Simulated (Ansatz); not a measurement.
We consider bcc Nb, described by rVV10 in Ansatz (plane waves, PAW).

Settings: plane-wave cutoff 520 eV, 24×24×24 k mesh, Fermi–Dirac smearing 0.05 eV, no spin polarisation, scalar-relativistic PAW data made under PBE.

Cell (relaxed at this level):

```
Nb
1.0
   -1.66698     1.66698     1.66698
    1.66698    -1.66698     1.66698
    1.66698     1.66698    -1.66698
Nb
1
Direct
  0.00000   0.00000   0.00000
```

Task: Predict the bulk modulus and pressure derivative B′ of the bulk modulus.

Result: 
bulk modulus: 169 GPa
pressure derivative B′ of the bulk modulus: 3.7

The run finds no gap.

Measured, for comparison: bulk modulus 173 GPa (0 K value with the zero-point phonon effect removed; as tabulated in Mejia-Rodriguez and Trickey (2018), arXiv:1807.09216). Computed (rounded) less measured: bulk modulus -2 %.

Cost on a shared machine: roughly 50 core-seconds.

Ansatz is a first-principles code.
